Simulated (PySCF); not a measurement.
# C2F4 (SMILES FC(F)=C(F)F) at 6 levels

Wanted: a comparison of 6 runs (HF/STO-3G, HF/3-21G, PBE0/def2-SVP, B3LYP/aug-cc-pVDZ, TPSS/def2-TZVP, CCSD(T)/6-31G) of C2F4. Input form: a Python script.

The calculation is run with PySCF 2.14.0.

### 1 Starting point

C2F4 has 6 atoms, charge 0, and is taken as a singlet. As SMILES, `FC(F)=C(F)F`. Geometry: relaxed at PBE0-D4/def2-TZVP.

Bond lengths: F1–C2 1.310 Å, C2–F3 1.310 Å, C2–C4 1.320 Å, C4–F5 1.310 Å, C4–F6 1.310 Å. Angles: F1–C2–F3 113.3°, F1–C2–C4 123.4°, F3–C2–C4 123.4°, C2–C4–F5 123.4°, C2–C4–F6 123.4°, F5–C4–F6 113.3°.

### 2 Energy and forces at HF/STO-3G (run 1)

The input, calc.py:

```python
import pyscf.grad
from pyscf import gto, scf

system = gto.Mole()
system.atom = '''
F      1.169200    -1.134500    -0.708000
C      0.202500    -0.640200     0.025700
F     -0.337500    -1.520600     0.832300
C     -0.188400     0.618800    -0.041100
F      0.351500     1.499300    -0.847600
F     -1.155200     1.113100     0.692600
'''
system.basis = 'sto-3g'
system.max_memory = 1860
system.verbose = 3
system.build()

mf = scf.RHF(system)
mf.conv_tol = 1e-10
mf.kernel()
if not mf.converged:
    mf = mf.newton().run(mf.mo_coeff, mf.mo_occ)

e_tot = mf.e_tot
print('E = %.10f Eh' % e_tot)
grad = mf.Gradients().kernel()
mf.analyze()
```

Command:

```bash
$ OMP_NUM_THREADS=1 python calc.py
```

Output:

```text
converged SCF energy = -466.897277936621
E = -466.8972779366 Eh
--------------- RHF gradients ---------------
         x                y                z
0 F    -0.0435641656     0.0213512237     0.0333755200
1 C     0.0104451215    -0.0335117501     0.0017454736
2 F     0.0248326921     0.0388284717    -0.0365249689
3 C    -0.0103504409     0.0334825651    -0.0018219881
4 F    -0.0248583549    -0.0388500801     0.0365568987
5 F     0.0434951478    -0.0213004303    -0.0333309354
----------------------------------------------
**** MO energy ****
MO #1   energy= -26.0102543708915  occ= 2
MO #2   energy= -26.0102420766166  occ= 2
MO #3   energy= -26.01016975695    occ= 2
MO #4   energy= -26.0100934990465  occ= 2
MO #5   energy= -11.1986379417321  occ= 2
MO #6   energy= -11.1978841436785  occ= 2
MO #7   energy= -1.61042344567932  occ= 2
MO #8   energy= -1.5923249448702   occ= 2
MO #9   energy= -1.54109700203952  occ= 2
MO #10  energy= -1.52990152915371  occ= 2
MO #11  energy= -1.00039701412349  occ= 2
MO #12  energy= -0.75684149190509  occ= 2
MO #13  energy= -0.708036918851662 occ= 2
MO #14  energy= -0.684547685238657 occ= 2
MO #15  energy= -0.673927868705567 occ= 2
MO #16  energy= -0.603899424758928 occ= 2
MO #17  energy= -0.600629603340103 occ= 2
MO #18  energy= -0.556610043141798 occ= 2
MO #19  energy= -0.527483100105132 occ= 2
MO #20  energy= -0.524215872906583 occ= 2
MO #21  energy= -0.502987495132741 occ= 2
MO #22  energy= -0.502571155474988 occ= 2
MO #23  energy= -0.465067222361412 occ= 2
MO #24  energy= -0.269223763099664 occ= 2
MO #25  energy= 0.30771809517315   occ= 0
MO #26  energy= 0.491168015806506  occ= 0
MO #27  energy= 0.575461904709125  occ= 0
MO #28  energy= 0.639664263296136  occ= 0
MO #29  energy= 0.89311267229297   occ= 0
MO #30  energy= 0.962416816684054  occ= 0
 ** Mulliken atomic charges  **
charge of    0F =     -0.07134
charge of    1C =      0.14270
charge of    2F =     -0.07135
charge of    3C =      0.14269
charge of    4F =     -0.07134
charge of    5F =     -0.07136
Dipole moment(X, Y, Z, Debye):  0.00026, -0.00017, -0.00015
```

It took 3.6 s on 1 thread of Intel Xeon at 2.50GHz (Skylake/Cascade Lake), shared host; peak memory 0.12 GiB.

### 3 Energy and forces at HF/3-21G (run 2)

The input, job.py:

```python
import pyscf.grad
from pyscf import gto, scf

system = gto.M(
    atom='''
F    1.169200  -1.134500  -0.708000
C    0.202500  -0.640200   0.025700
F   -0.337500  -1.520600   0.832300
C   -0.188400   0.618800  -0.041100
F    0.351500   1.499300  -0.847600
F   -1.155200   1.113100   0.692600
''',
    verbose=3,
    max_memory=1860,
    basis='3-21g',
)

calc0 = scf.RHF(system)
calc0.conv_tol = 1e-10
calc0.kernel()
if not calc0.converged:
    calc0 = calc0.newton().run(calc0.mo_coeff, calc0.mo_occ)

e_final = calc0.e_tot
print('E = %.10f Eh' % e_final)
grad = calc0.Gradients().kernel()
dip = calc0.dip_moment()
pop, q = calc0.mulliken_pop()
```

Command:

```bash
$ OMP_NUM_THREADS=1 python job.py
```

Output:

```text
converged SCF energy = -470.852710126667
E = -470.8527101267 Eh
--------------- RHF gradients ---------------
         x                y                z
0 F    -0.0171069430     0.0078262336     0.0132939571
1 C     0.0179030172    -0.0575431866     0.0030284614
2 F     0.0100568064     0.0147467578    -0.0144572079
3 C    -0.0178213584     0.0575120799    -0.0030906913
4 F    -0.0100821145    -0.0147587655     0.0144865753
5 F     0.0170505923    -0.0077831192    -0.0132610946
----------------------------------------------
Dipole moment(X, Y, Z, Debye):  0.00044, -0.00023, -0.00029
 ** Mulliken pop  **
pop of  0 F 1s            1.98561
pop of  0 F 2s            0.44750
pop of  0 F 3s            1.57131
pop of  0 F 2px           0.77032
pop of  0 F 2py           0.85853
pop of  0 F 2pz           0.82989
pop of  0 F 3px           0.93970
pop of  0 F 3py           0.98298
pop of  0 F 3pz           0.97644
pop of  1 C 1s            1.98513
pop of  1 C 2s            0.42721
pop of  1 C 3s            0.51212
pop of  1 C 2px           0.49459
pop of  1 C 2py           0.58041
pop of  1 C 2pz           0.48855
pop of  1 C 3px           0.28624
pop of  1 C 3py           0.19136
pop of  1 C 3pz           0.30981
pop of  2 F 1s            1.98561
pop of  2 F 2s            0.44750
pop of  2 F 3s            1.57131
pop of  2 F 2px           0.86481
pop of  2 F 2py           0.78052
pop of  2 F 2pz           0.81339
pop of  2 F 3px           0.99635
pop of  2 F 3py           0.93623
pop of  2 F 3pz           0.96656
pop of  3 C 1s            1.98513
pop of  3 C 2s            0.42721
pop of  3 C 3s            0.51215
pop of  3 C 2px           0.49457
pop of  3 C 2py           0.58042
pop of  3 C 2pz           0.48854
pop of  3 C 3px           0.28626
pop of  3 C 3py           0.19133
pop of  3 C 3pz           0.30984
pop of  4 F 1s            1.98561
pop of  4 F 2s            0.44750
pop of  4 F 3s            1.57131
pop of  4 F 2px           0.86484
pop of  4 F 2py           0.78048
pop of  4 F 2pz           0.81342
pop of  4 F 3px           0.99636
pop of  4 F 3py           0.93620
pop of  4 F 3pz           0.96657
pop of  5 F 1s            1.98561
pop of  5 F 2s            0.44750
pop of  5 F 3s            1.57131
pop of  5 F 2px           0.77029
pop of  5 F 2py           0.85853
pop of  5 F 2pz           0.82990
pop of  5 F 3px           0.93970
pop of  5 F 3py           0.98299
pop of  5 F 3pz           0.97646
 ** Mulliken atomic charges  **
charge of    0F =     -0.36228
charge of    1C =      0.72458
charge of    2F =     -0.36228
charge of    3C =      0.72455
charge of    4F =     -0.36228
charge of    5F =     -0.36229
```

Wall time 3.3 s (1 thread of Intel Xeon at 2.50GHz (Skylake/Cascade Lake), shared host); peak memory 0.12 GiB.

Runs 3 to 5 aren't shown in full; the table further down has their settings and results.

### 4 The energy at CCSD(T)/6-31G (run 6)

The input, input.py:

```python
# FC(F)=C(F)F
from pyscf import gto, scf, cc

mol = gto.M(
    atom='''
F      2.209468    -2.143894    -1.337926
C      0.382670    -1.209803     0.048566
F     -0.637783    -2.873518     1.572819
C     -0.356024     1.169363    -0.077668
F      0.664239     2.833266    -1.601732
F     -2.183012     2.103454     1.308824
''',
    unit='bohr',
    verbose=4,
    basis='6-31g',
    max_memory=1860,
)

mf = scf.RHF(mol)
mf.conv_tol = 1e-10
mf.kernel()
if not mf.converged:
    mf = mf.newton().run(mf.mo_coeff, mf.mo_occ)

mycc = cc.CCSD(mf, frozen=6)
mycc.kernel()
e_t = mycc.ccsd_t()
e_final = mycc.e_tot + e_t
print('E(%s) = %.9f' % ('CCSD(T)', e_final))
dip = mf.dip_moment()
pop, q = mf.mulliken_pop()
```

Command:

```bash
$ OMP_NUM_THREADS=1 python input.py
```

Output:

```text
PySCF version 2.14.0

[... 58 lines left out ...]
converged SCF energy = -473.253344797994
[... 12 lines left out ...]
Init t2, MP2 energy = -473.904269231487  E_corr(MP2) -0.650924433492793
[... 11 lines left out ...]
CCSD converged
[... 3 lines left out ...]
Dipole moment(X, Y, Z, Debye):  0.00047, -0.00024, -0.00031
[... 22 lines left out ...]
pop of  2 F 2px           1.15120
pop of  2 F 2py           1.05243
pop of  2 F 2pz           1.08659
pop of  2 F 3px           0.71153
pop of  2 F 3py           0.66337
pop of  2 F 3pz           0.68280
pop of  3 C 1s            1.99718
pop of  3 C 2s            0.70589
pop of  3 C 3s            0.18645
pop of  3 C 2px           0.62582
pop of  3 C 2py           0.70320
pop of  3 C 2pz           0.62208
pop of  3 C 3px           0.15818
pop of  3 C 3py           0.09634
pop of  3 C 3pz           0.17606
pop of  4 F 1s            1.99791
pop of  4 F 2s            0.93302
pop of  4 F 3s            1.08557
pop of  4 F 2px           1.15123
pop of  4 F 2py           1.05238
pop of  4 F 2pz           1.08662
pop of  4 F 3px           0.71153
pop of  4 F 3py           0.66334
pop of  4 F 3pz           0.68280
pop of  5 F 1s            1.99791
pop of  5 F 2s            0.93302
pop of  5 F 3s            1.08557
pop of  5 F 2px           1.03384
pop of  5 F 2py           1.14929
pop of  5 F 2pz           1.10709
pop of  5 F 3px           0.65827
pop of  5 F 3py           0.70733
pop of  5 F 3pz           0.69211
 ** Mulliken atomic charges  **
charge of    0F =     -0.36439
charge of    1C =      0.72881
charge of    2F =     -0.36441
charge of    3C =      0.72879
charge of    4F =     -0.36439
charge of    5F =     -0.36442
```

It took 8.4 s on 1 thread of Intel Xeon at 2.50GHz (Skylake/Cascade Lake), shared host; peak memory 0.18 GiB.

### 5 Overview of the runs

| run | level | integration grid | task | energy (Eh) | dipole moment (D) of the reference | HOMO energy (eV) | LUMO energy (eV) | wall time |
| --- | --- | --- | --- | --- | --- | --- | --- | --- |
| 1 | HF/STO-3G | – | gradient | -466.897278 | 0.00 | -7.33 | 8.37 | 3.6 s |
| 2 | HF/3-21G | – | gradient | -470.852710 | 0.00 | -10.88 | 4.83 | 3.3 s |
| 3 | PBE0/def2-SVP | 5 | gradient | -474.692280 | 0.00 | -7.41 | 0.94 | 39 s |
| 4 | B3LYP/aug-cc-pVDZ | 5 | gradient | -475.577793 | 0.00 | -7.42 | -0.17 | 99 s |
| 5 | TPSS/def2-TZVP | 5 | gradient | -475.768390 | 0.00 | -6.14 | -0.02 | 4.4 min |
| 6 | CCSD(T)/6-31G | – | energy | -473.928949 | 0.00 | -11.43 | 4.32 | 8.4 s |

### 6 Results

```
                                          quantity          value
                               run 6: total energy  -473.92895 Eh
       run 6: dipole moment (Hartree–Fock density)         0.00 D
        run 6: HOMO energy (Hartree–Fock orbitals)      -11.43 eV
        run 6: LUMO energy (Hartree–Fock orbitals)        4.32 eV
      run 6: HOMO–LUMO gap (Hartree–Fock orbitals)       15.75 eV
run 6: correlation energy (6 core orbitals frozen)     -675.6 mEh
                             run 6: (T) correction     -14.76 mEh
                              run 6: T1 diagnostic          0.012
```

**Reading.** Over runs 1, 2, 3, 4, 5 the HOMO–LUMO gap runs from 6.11 eV (TPSS/def2-TZVP) to 15.72 eV (HF/3-21G). The two ends differ in method and basis. Totals of different functionals can't be ranked against each other. In run 1 the basis is minimal, so the values are rough. All runs together took 6.9 min, the longest 4.4 min.
